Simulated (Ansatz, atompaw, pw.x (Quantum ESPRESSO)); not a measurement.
# Ru (Z = 44): one change to the PAW (atompaw) potential, in the atom and in the bcc crystal

- Element: ruthenium (Ru)
- Generator: atompaw 4.2.0.5
- Type: PAW
- Functional: PBEsol
- Relativity: scalar-relativistic
- Frozen core: [Ar] 3d10
- Valence charge: 16
- Reference configuration: 4s2 4p6 4d7 5s1 5p0
- Partial waves: 4s (bound): rc 1.70 bohr; 5s (bound): rc 1.80 bohr; 4p (bound): rc 1.75 bohr; 5p (bound, empty): rc 2.35 bohr; 4d (bound): rc 2.15 bohr; 4d channel at 0.1 Ry: rc 2.15 bohr
- Local potential: bessel scheme, radius 1.85 bohr
- Core correction: smooth core density matched at 2.30 bohr
- Augmentation charge: sinc compensation charge, radius 2.20 bohr; PAW radius 2.35 bohr; waves and projectors: custom polynom2 7 10 vanderbiltortho

Change: all radii scaled by about 0.93 (s 1.58, p 1.62, d 2.00 bohr); local potential bessel scheme, radius 1.72 bohr; augmentation sinc compensation charge, radius 2.04 bohr; PAW radius 2.18 bohr; waves and projectors: custom polynom2 7 10 vanderbiltortho; core correction smooth core density matched at 2.14 bohr.

Cutoffs, loose and tight: the cutoffs (Ry, on a coarse ladder) from which the occupation-weighted sum of valence levels, in a spherical-Bessel basis at the reference potential, stays within 10 and 1 mRy of its value at 400 Ry. They see the waves, projectors and local potential, not the compensation charge or the core.

Crystal test: bcc Ru in pw.x 7.5, no spin, 15³ k-points, Fermi–Dirac smearing 0.01 Ry, cutoffs set for each file from its atomic test. The reference is all-electron LAPW (Ansatz 0.2.0) with the same functional, mesh and smearing; V0 and B0 come from Birch–Murnaghan fits to the pressures at five volumes. Errors are pseudo minus all-electron; Δ is the rms difference of the E(V) curves that follow from these fits, minima aligned, over ±6 % about the mean V0. Mesh and smearing are coarse, so the numbers serve the comparison and aren't converged zero-temperature values; the lattice is a test structure that the element need not adopt.

All-electron: a0 = 3.021 Å (V0 = 13.79 Å³/atom), B0 = 307.4 GPa.

Problem. Does the change bring the crystal closer to the all-electron result?

Solution. The mean pressure error goes from +3.63 to +2.87 GPa, so the change moves the solid closer to the all-electron pressures.

| quantity | base | changed |
| --- | --- | --- |
| outcome (atom) | generated | generated |
| cutoff, loose (atom) | 25 Ry | 25 Ry |
| cutoff, tight (atom) | 70 Ry | 140 Ry |
| bound ghosts (atom) | none | none |
| cutoffs in pw.x (Ry) | 85/850 | 170/900 |
| a0 (Å) | 3.032 | 3.030 |
| a0 error (%) | +0.38 | +0.30 |
| B0 error (%) | -0.2 | +0.1 |
| Δ (meV/atom) | 10.6 | 8.4 |
| mean pressure error (GPa) | +3.63 | +2.87 |

 The atomic cutoffs weigh occupied waves only.
